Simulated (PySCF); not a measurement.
**ClF: energy against distance**

Set-up: Cl x2c-SVPall, F x2c-SVPall; spin-free X2C with a Gaussian nucleus (PySCF 2.14). Energies in eV from Cl + F in their ground configurations at the same level. State: ¹Σ⁺ (singlet), closed shell.

All columns are BLYP. A positive dipole means Cl(−)F(+).

```tsv
R (Å)	E (eV)	μ (D)	Mulliken charge on Cl (basis-dependent)	HOMO (eV)	LUMO (eV)	Mayer bond order	⟨S²⟩
1.416	-1.268	-0.43	0.22	-6.35	-0.82	0.96	0.00
1.481	-2.030	-0.66	0.24	-6.63	-1.71	0.95	0.00
1.547	-2.486	-0.85	0.25	-6.88	-2.58	0.95	0.00
1.597	-2.681	-0.97	0.25	-7.04	-3.20	0.95	0.00
1.646	-2.781	-1.07	0.24	-7.20	-3.77	0.96	0.00
1.695	-2.810	-1.16	0.24	-7.33	-4.30	0.96	0.00
1.761	-2.764	-1.26	0.23	-7.50	-4.94	0.97	0.00
1.843	-2.615	-1.36	0.21	-7.67	-5.62	0.97	0.00
1.942	-2.354	-1.46	0.19	-7.84	-6.30	0.98	0.00
2.074	-1.937	-1.56	0.17	-8.02	-7.01	0.99	0.00
```

A fit through these points gives, at Re = 1.694 Å, μ = -1.16 D and dμ/dR = -1.68 D/Å; the reduced mass is 12.31 u.

Problem. How strong is the fundamental in the double-harmonic approximation, I = 42.26·(dμ/dR)²/μred km/mol?

Solution. I = 42.26·(-1.68)²/12.31 = 9.69 km/mol at BLYP.
